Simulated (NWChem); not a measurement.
The numbers come from NWChem runs, not from measurements. System: Al, charge -1, spin multiplicity 3. Its SCF solution wasn't tested for a lower state. Level: UMP2/def2-TZVPD, 5 core orbitals frozen.

NWChem printed:

```
             Northwest Computational Chemistry Package (NWChem) 7.3.0
             --------------------------------------------------------

                                NWChem Input Module
                                -------------------

 Scaling coordinates for geometry "geometry" by  1.889725989
 (inverse scale =  0.529177249)

                             Geometry "geometry" -> ""
                             -------------------------

 Output coordinates in angstroms (scale by  1.889725989 to convert to a.u.)

  No.       Tag          Charge          X              Y              Z
 ---- ---------------- ---------- -------------- -------------- --------------
    1 Al                  13.0000     0.00000000     0.00000000     0.00000000

 Effective nuclear repulsion energy (a.u.)       0.0000000000

            Nuclear Dipole moment (a.u.)
            ----------------------------
        X                 Y               Z
 ---------------- ---------------- ----------------
     0.0000000000     0.0000000000     0.0000000000

      Symmetry information
      --------------------

 Group name             D2h
 Group number             26
 Group order               8
 No. of unique centers     1

      Symmetry unique atoms

     1


 Summary of "ao basis" -> "" (spherical)
 ------------------------------------------------------------------------------
       Tag                 Description            Shells   Functions and Types
 ---------------- ------------------------------  ------  ---------------------
 *                         def2-tzvpd                 on all atoms

 Summary of "ao basis" -> "ao basis" (spherical)
 ------------------------------------------------------------------------------
       Tag                 Description            Shells   Functions and Types
 ---------------- ------------------------------  ------  ---------------------
 Al                        def2-tzvpd               15       43   6s5p3d1f

                                 NWChem SCF Module
                                 -----------------

  ao basis        = "ao basis"
  functions       =    43
  atoms           =     1
  alpha electrons =     8
  beta  electrons =     6
  charge          =  -1.00
  wavefunction    = UHF
  use symmetry    = T
  symmetry adapt  = T

 Summary of "ao basis" -> "ao basis" (spherical)
 ------------------------------------------------------------------------------
       Tag                 Description            Shells   Functions and Types
[...]
     2   0 2 0    -20.466508    -17.023223     -3.443285      0.000000
     2   0 1 1     -0.000000      0.000000     -0.000000      0.000000
     2   0 0 2    -13.897068     -9.742785     -4.154283      0.000000

                   NWChem MP2 Semi-direct Energy/Gradient Module
                   ---------------------------------------------

  Basis functions       =     43
  Molecular orbitals    =     43
  Frozen core           =      5
  Frozen virtuals       =      0
  Active alpha occupied =      3
  Active beta occupied  =      1
  Active alpha virtual  =     35
  Active beta virtual   =     37
  Use MO symmetry       = T
  Use skeleton AO sym   = T

  AO/Fock/Back tols     =   1.0D-09  1.0D-09  1.0D-09

 GA uses MA = F    GA memory limited = T

 Available:
  local mem=  1.26D+08
 global mem=  1.44D+08
 local disk=  0.00D+00
  mp2_memr nvloc                    35
  nvloc new                    35
   1 passes of   3:        3145728                       9019                    340945.
   1 passes of   3: M    126153401           G      144175502           F     123007673.

 Semi-direct pass number   1 of   1  for UHF alpha       at        0.2s
  vrange nnbf                   946
  mp2_eaftype                    10  avail_ma_in_mb                  1099
 EAF : mp2_eaftype filesize          10     170473.
  mp2_eaf for mointskh                     10
Node 0 wrote      0.8 Mb in      0.0 s     Agg I/O rate:  2702.5 Mb/s
 Done moints_semi at        0.4s
  mp2_eaftype                    10  avail_ma_in_mb                  1089
 EAF : mp2_eaftype filesize          10     170473.
  mp2_eaf for kh                    10
 Done maket at        0.4s
 Done multipass loop at        0.4s

 GA uses MA = F    GA memory limited = T

 Available:
  local mem=  1.26D+08
 global mem=  1.44D+08
 local disk=  0.00D+00
  mp2_memr nvloc                    37
  nvloc new                    37
   1 passes of   1:        3145728                       5621                    122230.
   1 passes of   1: M    126153401           G      144175502           F     123007673.

 Semi-direct pass number   1 of   1  for UHF beta        at        0.4s
  vrange nnbf                   946
  mp2_eaftype                    10  avail_ma_in_mb                  1099
 EAF : mp2_eaftype filesize          10      61115.
  mp2_eaf for mointskh                     10
Node 0 wrote      0.3 Mb in      0.0 s     Agg I/O rate:  4153.0 Mb/s
 Done moints_semi at        0.6s
  mp2_eaftype                    10  avail_ma_in_mb                  1089
 EAF : mp2_eaftype filesize          10      61115.
  mp2_eaf for kh                    10
 Done maket at        0.6s
 Done multipass loop at        0.6s

          -------------------------------------------
          SCF energy                -241.864217840818
          Correlation energy          -0.047041452726
          Singlet pairs                0.000000000000
          Triplet pairs                0.000000000000
          Total MP2 energy          -241.911259293544
          -------------------------------------------

          ---------------------------------------------------
                    Spin Component Scaled (SCS) MP2
          Same spin pairs                     -0.008454353534
          Same spin scaling factor             0.333333333333
          Opposite spin pairs                 -0.038587099192
          Opposite spin scaling fact.          1.200000000000
          SCS-MP2 correlation energy          -0.049122636875
          Total SCS-MP2 energy              -241.913340477693
          ---------------------------------------------------

 -----------------------
 Performance information
 -----------------------

 Timer overhead =  9.56D-08 seconds/call

               Nr. of calls         CPU time (s)                 Wall time (s)                GFlops
             ---------------    -------------------     ------------------------------   -------------------
Name         Min   Avg   Max    Min     Avg     Max     Min     Avg     Max   Mx/calls   Min     Max     Sum
mp2: moin     2     2     2   0.34    0.34    0.34     0.34    0.34    0.34    0.17      0.0     0.0     0.0
mp2: make     2     2     2   2.43E-3 2.43E-3 2.43E-3  2.43E-3 2.43E-3 2.43E-3 1.21E-3   0.0     0.0     0.0
mp2: tota     1     1     1   0.38    0.38    0.38     0.38    0.38    0.38    0.38      0.0     0.0     0.0

 The average no. of pstat calls per process was 5.00D+00
 with a timing overhead of 4.78D-07s

 Task  times  cpu:        0.6s     wall:        0.6s

 Total times  cpu:        0.6s     wall:        0.6s
```

Q: Write an NWChem input that would produce this output.

A: Several could match; the one computed here: 
```
start mol
memory heap 200 mb stack 900 mb global 1100 mb
charge -1
geometry units angstroms nocenter noautoz
  Al     0.000000     0.000000     0.000000
  symmetry group D2h
end
basis spherical
  * library def2-tzvpd
end
scf
  uhf
  nopen 2
  maxiter 100
  thresh 1e-7
  semidirect memsize 60000000 filesize 0
  # guess.movecs holds the orbitals of an unrestricted PBE0 run
  vectors input guess.movecs output mol.movecs
end
mp2
  freeze core 5
end
task mp2 energy
```
